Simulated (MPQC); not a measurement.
**CH3P (SMILES C=P) at 6 levels**

We compute a comparison of 6 runs (HF/STO-3G, HF/3-21G, HF/def2-SVP, PBE0/def2-SVP, PBE/def2-TZVP, MP2/def2-SVP) of CH3P. 

The results are computed with MPQC 2.3.1.

### 1 The structure to begin with

The species is CH3P (5 atoms), meant as a singlet with charge 0. SMILES: `C=P`. Geometry: relaxed at GFN2-xTB.

Bond lengths: C1–P2 1.663 Å, C1–H3 1.078 Å, C1–H4 1.077 Å, P2–H5 1.408 Å. Angles: C1–P2–H5 97.7°, P2–C1–H3 119.7°, P2–C1–H4 124.4°, H3–C1–H4 115.8°.

### 2 Energy and gradient at HF/STO-3G (run 1)

Input file mol.in:

```
% CH3P
molecule<Molecule>: (
    symmetry = c1
    unit = angstrom
    { atoms geometry } = {
        C  [ -0.215490      -0.492820       0.091040 ]
        P  [ 0.745240       0.776720       0.571430 ]
        H  [ -0.319450      -1.355480       0.729180 ]
        H  [ -0.760850      -0.526780      -0.836820 ]
        H  [ 0.550550       1.598360      -0.554830 ]
    }
)
basis<GaussianBasisSet>: (
    name = "STO-3G"
    molecule = $:molecule
    basisdir = "."
    puream = yes
)
mpqc: (
    checkpoint = no
    savestate = no
    restart = no
    do_energy = yes
    do_gradient = yes
    optimize = no
    mole<CLHF>: (
        molecule = $:molecule
        basis = $:basis
        total_charge = 0
        memory = 1000000000
        print_evals = yes
        print_npa = yes
        maxiter = 120
        value_accuracy = 1e-08
        guess_wavefunction<CLHF>: (
            molecule = $:molecule
            total_charge = 0
            memory = 1000000000
            value_accuracy = 1e-3
            basis<GaussianBasisSet>: (
                name = "STO-3G"
                molecule = $:molecule
            )
        )
    )
)
```

The basis set STO-3G is read from a file made from the Basis Set Exchange's data (not shown).

Run with:

```
$ mpqc mol.in > mol.out
```

The log of the run:

```text
MPQC: Massively Parallel Quantum Chemistry
[...]
  LUMO is    13   A =   0.239044
  total scf energy = -375.9859175964
[...]
Value of the MolecularEnergy: -375.9859175964
  Gradient of the MolecularEnergy:
      1   -0.0322806961
      2   -0.0440520104
      3   -0.0146718220
      4    0.0267696216
      5    0.0289595090
      6    0.0195106537
      7    0.0024992725
      8    0.0028283508
      9    0.0016185511
     10    0.0028599932
     11    0.0037163690
     12    0.0014690939
[...]
      symmetry = c1
[...]
```

Run time: 0.22 s. Hardware: 1 thread of Arm Neoverse N1, shared host.

### 3 Energy and forces at HF/3-21G (run 2)

Input file input.in:

```
% CH3P
molecule<Molecule>: (
  symmetry = c1
  unit = angstrom
  { atoms geometry } = {
    C  [ -0.215490 -0.492820 0.091040 ]
    P  [ 0.745240 0.776720 0.571430 ]
    H  [ -0.319450 -1.355480 0.729180 ]
    H  [ -0.760850 -0.526780 -0.836820 ]
    H  [ 0.550550 1.598360 -0.554830 ]
  }
)
basis<GaussianBasisSet>: (
  name = "3-21G"
  molecule = $:molecule
  basisdir = "."
  puream = yes
)
mpqc: (
  checkpoint = no
  savestate = no
  restart = no
  do_energy = yes
  do_gradient = yes
  optimize = no
  mole<CLHF>: (
    molecule = $:molecule
    basis = $:basis
    total_charge = 0
    memory = 1000000000
    print_evals = yes
    print_npa = yes
    maxiter = 120
    value_accuracy = 1e-08
    guess_wavefunction<ExtendedHuckelWfn>: (
      molecule = $:molecule
      total_charge = 0
      multiplicity = 1
      basis<GaussianBasisSet>: (
        name = "STO-3G"
        molecule = $:molecule
      )
    )
  )
)
```

The basis set 3-21G is read from a file made from the Basis Set Exchange's data (not shown).

Run with:

```
$ mpqc input.in > input.out
```

The log of the run:

```text
MPQC: Massively Parallel Quantum Chemistry
[...]
  CLSCF::init: total charge = 0
[...]
  nbasis = 28
[...]
  iter     1 energy = -336.3433395359 delta = 2.51695e-01
[...]
  LUMO is    13   A =   0.074419
  total scf energy = -378.3404645409
[...]
Value of the MolecularEnergy: -378.3404645409
  Gradient of the MolecularEnergy:
      1    0.0107841684
      2    0.0165082624
      3    0.0033986661
      4   -0.0096517414
      5   -0.0066606314
      6   -0.0106392222
      7    0.0002079447
      8   -0.0024970004
      9    0.0026587149
     10   -0.0012889869
     11    0.0005535920
     12   -0.0028315023
[...]
      symmetry = c1
[...]
```

It took 0.6 s on 1 thread of Arm Neoverse N1, shared host.

Runs 3 to 5 aren't shown in full; the table further down has their settings and results.

### 4 Energy and gradient at MP2/def2-SVP (run 6)

Input file input.in:

```
molecule<Molecule>: (
   symmetry = c1
   unit = angstrom
   { atoms geometry } = {
      C  [ -0.215490      -0.492820       0.091040 ]
      P  [ 0.745240       0.776720       0.571430 ]
      H  [ -0.319450      -1.355480       0.729180 ]
      H  [ -0.760850      -0.526780      -0.836820 ]
      H  [ 0.550550       1.598360      -0.554830 ]
   }
)
basis<GaussianBasisSet>: (
   name = "def2-SVP"
   molecule = $:molecule
   basisdir = "."
   puream = yes
)
mpqc: (
   checkpoint = no
   savestate = no
   restart = no
   do_energy = yes
   do_gradient = yes
   optimize = no
   mole<MBPT2>: (
      molecule = $:molecule
      basis = $:basis
      memory = 1000000000
      method = mp
      nfzc = 6
      reference<CLHF>: (
         molecule = $:molecule
         basis = $:basis
         total_charge = 0
         memory = 1000000000
         print_evals = yes
         maxiter = 120
         value_accuracy = 1e-08
         guess_wavefunction<CLHF>: (
            molecule = $:molecule
            total_charge = 0
            memory = 1000000000
            value_accuracy = 1e-3
            basis<GaussianBasisSet>: (
               name = "STO-3G"
               molecule = $:molecule
            )
         )
      )
   )
)
```

The basis set def2-SVP is read from a file made from the Basis Set Exchange's data (not shown).

Run with:

```
$ mpqc input.in > input.out
```

The log of the run:

```text
MPQC: Massively Parallel Quantum Chemistry
[...]
  LUMO is    13   A =   0.076065
  total scf energy = -380.1708349360
[...]
  MP2 correlation energy [au]:         -0.255921421110
  MP2 energy [au]:                   -380.426756357090
[...]
Value of the MolecularEnergy: -380.4267563571
  Gradient of the MolecularEnergy:
      1   -0.0011703671
      2   -0.0029123367
      3    0.0008096700
      4   -0.0071773578
      5   -0.0036338834
      6   -0.0091621589
      7    0.0006586097
      8    0.0092401103
      9   -0.0077016088
     10    0.0064431956
     11    0.0005932951
     12    0.0107573002
[...]
        symmetry = c1
[...]
```

Wall time 7.2 s (1 thread of Arm Neoverse N1, shared host).

### 5 Overview of the runs

| run | level | starting guess | integration grid | energy (Eh) | HOMO energy (eV) | LUMO energy (eV) | HOMO–LUMO gap (eV) | wall time |
| --- | --- | --- | --- | --- | --- | --- | --- | --- |
| 1 | HF/STO-3G | STO-3G | – | -375.985918 | -7.04 | 6.50 | 13.54 | 0.22 s |
| 2 | HF/3-21G | huckel STO-3G | – | -378.340465 | -9.94 | 2.03 | 11.96 | 0.6 s |
| 3 | HF/def2-SVP | STO-2G | – | -380.170835 | -9.83 | 2.07 | 11.90 | 2.9 s |
| 4 | PBE0/def2-SVP | STO-3G | xfine | -380.898215 | -7.76 | -1.61 | 6.15 | 27 s |
| 5 | PBE/def2-TZVP | STO-2G | xfine | -381.028300 | -6.75 | -2.70 | 4.05 | 1.9 min |
| 6 | MP2/def2-SVP | STO-3G | – | -380.426756 | -9.83 | 2.07 | 11.90 | 7.2 s |

### 6 Outcome

| quantity | value |
| --- | --- |
| run 6: total energy | -380.42676 Eh |
| run 6: HOMO energy (Hartree–Fock orbitals) | -9.83 eV |
| run 6: LUMO energy (Hartree–Fock orbitals) | 2.07 eV |
| run 6: HOMO–LUMO gap (Hartree–Fock orbitals) | 11.90 eV |
| run 6: correlation energy (6 core orbitals frozen) | -255.9 mEh |
| run 6: largest force on an atom | 0.646 eV/Å |

In words: Over runs 1, 2, 3, 4, 5 the HOMO–LUMO gap runs from 4.05 eV (PBE/def2-TZVP) to 13.54 eV (HF/STO-3G). The two ends differ in method and basis. Totals of different functionals can't be ranked against each other. In run 1 the basis is minimal, so the values are rough. All runs together took 2.5 min, the longest 1.9 min.
